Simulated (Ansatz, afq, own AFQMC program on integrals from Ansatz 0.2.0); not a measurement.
AFQMC on a folder of integrals that Ansatz 0.2.0 wrote.

```yaml
crystal:
  periodic: [false, false, false]
  atoms:
    - {symbol: F, position_ang: [0.000000, 0.000000, 0.000000]}
basis:
  gaussian: {orbitals: aug-cc-pVTZ}
magnetization: {spin_polarized: true, initial_magnetization: 3}
correlation: {method: ccsd_t, electrons: outside_noble_gas, hamiltonian_folder: ham}
```

```sh
$ ansatz run in.yaml --threads 1 --pin off --events-out ev --progress --plain --max-ram 24576MiB --backend cuda --devices 0, --max-vram 18GiB
```

Options of the walk:

```
--method phaseless --trial hf --walkers 4000 --populations 20 --least-time 40 --time-step 0.005 --steps-per-block 20 --equilibration-blocks 112 --max-blocks 4000 --target-error 0.0008 --factor-cut 1e-05 --start spin_pure --seed 649 --taylor-order 6
```

Times are imaginary, in 1/Eh. The walk had a cap of 55 s. With eight or more populations the least sampling time is a fifth of least-time, and the error comes from their spread.

```
orbitals 45  electrons 5 2  factors 288 of 290
reference energy -98.95407111 Eh
CCSD correlation -0.17176047 Eh in 8 cycles, weight of the determinant in the CISD state 0.9688
energy of the start -98.954184 Eh
 block  time / (1/Eh)  mean weight  energy / Eh
     1     0.100  1.0013  -99.043069
     2     0.200  1.0017  -99.080248
     3     0.300  1.0015  -99.099074
     4     0.400  1.0010  -99.107552
     5     0.500  1.0012  -99.114419
     8     0.800  1.0004  -99.122387
    13     1.300  1.0001  -99.131756
    25     2.500  1.0001  -99.130357
    33     3.300  0.9999  -99.132015
    37     3.700  0.9998  -99.128018
    49     4.900  0.9995  -99.128911
    61     6.100  0.9994  -99.131115
    73     7.300  0.9998  -99.125587
    85     8.500  0.9994  -99.124069
    97     9.700  0.9997  -99.127955
   109    10.900  1.0002  -99.125047
   121    12.100  0.9997  -99.127083
   133    13.300  0.9996  -99.124860
   145    14.500  0.9991  -99.122848
   149    14.900  0.9994  -99.122567
   157    15.700  1.0001  -99.123765
   169    16.900  1.0003  -99.124147
   181    18.100  1.0002  -99.125276
   189    18.900  0.9999  -99.124004
error from the spread of 20 populations
energy -99.125579 +/- 0.000455 Eh
(rows thinned)
```

**Question.** Estimate how long the walk took on 1 × NVIDIA H100 80GB HBM3 with 2 threads of AMD EPYC 7R13 Processor (Zen 3) (shared host) (the card was shared).

**Answer.** 27 s of wall time.

The run passed its tests (sampling time, drift between the halves within three errors, error under three times the target), which doesn't prove that it has relaxed.

Against this walk (error 12.4 meV) on the same determinant: CCSD(T) 85.9 meV lower, CCSDT(Q) 94.4 meV lower, a separate phaseless walk with a CISD trial and standard settings 87.6 ± 12.4 meV lower. The error is statistical and leaves out the bias of the constraint. CCSDT(Q) is the surest value here, so the walk's 94 meV above it is most likely the bias of the constraint with this trial, which can have either sign.

Cautions: constraint bias not in the error; another spin lies lower (by 13.58 eV).

CCSDT and higher add their correlation energy to the determinant of the CCSD(T) run, since their own runs factorise the integrals more tightly (a shift of under 2 meV). A walk keeps the symmetry of its determinant, which the program's search chose and which needn't be the lowest solution, so a lower state of the same spin and another symmetry isn't excluded.
